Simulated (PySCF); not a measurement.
A geometry optimisation, step by step.

Compound: C2H3Cl3O.
Bonds: O1–C2, C2–C3, C3–Cl4, C3–Cl5, C3–Cl6. Hydrogens: H7 on O1; H8, H9 on C2.

Computed by this run: PBE0-D3(BJ)/def2-TZVP geometry optimisation, gas phase in PySCF 2.14.0; density fitting, grid level 2; the optimiser is geomeTRIC in internal coordinates, started from a GFN2-xTB structure with every atom displaced at random (about 0.01 Å). The frame can shift and turn from step to step; on so coarse a grid that alone can change the energy by a few meV, and forces under 0.02 eV/Å are noise.

Step 0: E = -41723.6336 eV, largest atomic force 0.869 eV/Å
```
atom  x, y, z in Å  |  force x, y, z in eV/Å
O1     -1.598   -0.178    0.249   -0.657  -0.179  -0.071
C2     -0.429    0.542    0.316    0.318   0.155   0.102
C3      0.761   -0.307   -0.115    0.854  -0.032   0.161
Cl4     0.588   -0.842   -1.796   -0.281  -0.008  -0.084
Cl5     2.262    0.653   -0.022   -0.269   0.069   0.121
Cl6     0.937   -1.729    0.926   -0.114   0.100  -0.048
H7     -1.752   -0.456   -0.662    0.047   0.074   0.093
H8     -0.280    0.844    1.359    0.077  -0.140  -0.118
H9     -0.432    1.456   -0.289    0.026  -0.039  -0.155
```

Step 1: E = -41723.6419 eV, largest atomic force 0.563 eV/Å
```
atom  x, y, z in Å  |  force x, y, z in eV/Å
O1     -1.548   -0.535    0.309    0.073   0.085  -0.552
C2     -0.433    0.267    0.524   -0.122   0.108  -0.025
C3      0.810   -0.126   -0.287   -0.298   0.222  -0.120
Cl4     0.368   -0.159   -2.016    0.049   0.027   0.006
Cl5     2.005    1.148   -0.010    0.163  -0.090  -0.017
Cl6     1.443   -1.692    0.175    0.020  -0.084   0.072
H7     -1.817   -0.418   -0.619    0.098  -0.133   0.469
H8     -0.165    0.173    1.575    0.020   0.077   0.080
H9     -0.619    1.329    0.286   -0.001  -0.213   0.086
```

Step 2: E = -41723.6612 eV, largest atomic force 0.136 eV/Å
```
atom  x, y, z in Å  |  force x, y, z in eV/Å
O1     -1.525   -0.553    0.307    0.011   0.015  -0.022
C2     -0.439    0.283    0.526    0.035  -0.051  -0.046
C3      0.800   -0.107   -0.291   -0.054   0.120  -0.031
Cl4     0.368   -0.128   -2.022    0.010   0.043   0.037
Cl5     2.049    1.116   -0.013   -0.017  -0.027   0.003
Cl6     1.398   -1.690    0.172    0.014  -0.122   0.034
H7     -1.793   -0.468   -0.615    0.018  -0.018   0.043
H8     -0.169    0.200    1.580    0.019   0.041  -0.011
H9     -0.646    1.334    0.292   -0.037  -0.003  -0.008
```

Step 3: E = -41723.6647 eV, largest atomic force 0.092 eV/Å
```
atom  x, y, z in Å  |  force x, y, z in eV/Å
O1     -1.515   -0.560    0.316   -0.014  -0.008   0.090
C2     -0.438    0.290    0.522    0.042  -0.061   0.007
C3      0.797   -0.102   -0.293    0.013   0.054  -0.007
Cl4     0.371   -0.101   -2.023    0.007   0.002   0.013
Cl5     2.060    1.102   -0.003   -0.017  -0.020   0.016
Cl6     1.374   -1.702    0.165   -0.006  -0.018  -0.016
H7     -1.783   -0.498   -0.606   -0.011   0.006  -0.068
H8     -0.164    0.222    1.576    0.008   0.028  -0.003
H9     -0.659    1.336    0.280   -0.023   0.018  -0.031
```

Step 4: E = -41723.6663 eV, largest atomic force 0.054 eV/Å
```
atom  x, y, z in Å  |  force x, y, z in eV/Å
O1     -1.511   -0.566    0.330   -0.007  -0.013   0.052
C2     -0.439    0.294    0.519    0.014  -0.008   0.023
C3      0.796   -0.098   -0.295    0.034  -0.024   0.012
Cl4     0.379   -0.077   -2.025   -0.008  -0.004  -0.007
Cl5     2.069    1.089    0.014   -0.012   0.002   0.013
Cl6     1.355   -1.710    0.151   -0.008   0.018  -0.021
H7     -1.778   -0.524   -0.594   -0.009   0.008  -0.047
H8     -0.159    0.246    1.573    0.002   0.009  -0.004
H9     -0.669    1.334    0.263   -0.005   0.011  -0.022
```

Step 5: E = -41723.6666 eV, largest atomic force 0.039 eV/Å
```
atom  x, y, z in Å  |  force x, y, z in eV/Å
O1     -1.510   -0.567    0.336   -0.002  -0.008   0.011
C2     -0.438    0.294    0.519   -0.004   0.009   0.008
C3      0.796   -0.099   -0.295    0.018  -0.031   0.016
Cl4     0.380   -0.070   -2.025   -0.003   0.000  -0.011
Cl5     2.070    1.085    0.023    0.001   0.004   0.002
Cl6     1.351   -1.714    0.143   -0.005   0.022  -0.011
H7     -1.776   -0.532   -0.589   -0.003   0.004  -0.007
H8     -0.158    0.256    1.573   -0.002   0.000  -0.002
H9     -0.671    1.333    0.254    0.001   0.000  -0.006
```

Step 6: E = -41723.6667 eV, largest atomic force 0.020 eV/Å
```
atom  x, y, z in Å  |  force x, y, z in eV/Å
O1     -1.511   -0.568    0.337    0.003  -0.004  -0.005
C2     -0.438    0.294    0.519   -0.003   0.007   0.001
C3      0.797   -0.099   -0.294    0.004  -0.017   0.010
Cl4     0.381   -0.069   -2.026   -0.003   0.001  -0.006
Cl5     2.070    1.084    0.025    0.002   0.004   0.000
Cl6     1.351   -1.714    0.140   -0.003   0.010  -0.002
H7     -1.777   -0.532   -0.588   -0.002   0.001   0.004
H8     -0.158    0.258    1.573    0.000   0.000   0.001
H9     -0.671    1.332    0.251    0.001  -0.002  -0.001
```

Problem. Summarise the path.

Solution. The energy falls by 0.76 kcal/mol from step 0 to step 6; nine tenths of that is first reached at step 3. It falls at every step. The largest force goes from 0.869 to 0.020 eV/Å. Among the bonds C3–Cl5 changes most, from 1.785 to 1.767 Å; the atoms move by 0.035 Å rms after alignment.

Problem. Follow the three bonds and two angles with the largest change from start to end.

Solution. 
```json
{"step": "0", "E above end (kcal/mol)": "0.76", "largest force (eV/Å)": "0.869", "C3–Cl5 (Å)": "1.785", "O1–C2 (Å)": "1.375", "C3–Cl6 (Å)": "1.771", "Cl4–C3–Cl5 (°)": "107.1", "C2–C3–Cl4 (°)": "111.1"}
{"step": "1", "E above end (kcal/mol)": "0.57", "largest force (eV/Å)": "0.563", "C3–Cl5 (Å)": "1.769", "O1–C2 (Å)": "1.390", "C3–Cl6 (Å)": "1.751", "Cl4–C3–Cl5 (°)": "109.5", "C2–C3–Cl4 (°)": "108.4"}
{"step": "2", "E above end (kcal/mol)": "0.13", "largest force (eV/Å)": "0.136", "C3–Cl5 (Å)": "1.770", "O1–C2 (Å)": "1.388", "C3–Cl6 (Å)": "1.755", "Cl4–C3–Cl5 (°)": "109.3", "C2–C3–Cl4 (°)": "109.0"}
{"step": "3", "E above end (kcal/mol)": "0.05", "largest force (eV/Å)": "0.092", "C3–Cl5 (Å)": "1.769", "O1–C2 (Å)": "1.387", "C3–Cl6 (Å)": "1.761", "Cl4–C3–Cl5 (°)": "109.2", "C2–C3–Cl4 (°)": "108.9"}
{"step": "4", "E above end (kcal/mol)": "0.01", "largest force (eV/Å)": "0.054", "C3–Cl5 (Å)": "1.768", "O1–C2 (Å)": "1.387", "C3–Cl6 (Å)": "1.763", "Cl4–C3–Cl5 (°)": "109.3", "C2–C3–Cl4 (°)": "109.0"}
{"step": "5", "E above end (kcal/mol)": "0.00", "largest force (eV/Å)": "0.039", "C3–Cl5 (Å)": "1.767", "O1–C2 (Å)": "1.388", "C3–Cl6 (Å)": "1.763", "Cl4–C3–Cl5 (°)": "109.4", "C2–C3–Cl4 (°)": "108.9"}
{"step": "6", "E above end (kcal/mol)": "0.00", "largest force (eV/Å)": "0.020", "C3–Cl5 (Å)": "1.767", "O1–C2 (Å)": "1.388", "C3–Cl6 (Å)": "1.762", "Cl4–C3–Cl5 (°)": "109.4", "C2–C3–Cl4 (°)": "108.9"}
```

What follows is the cost of the whole optimisation. Time: 4.1 min wall; peak memory 0.93 GiB. Hardware: one thread, Arm Neoverse N1 (aarch64), shared host.
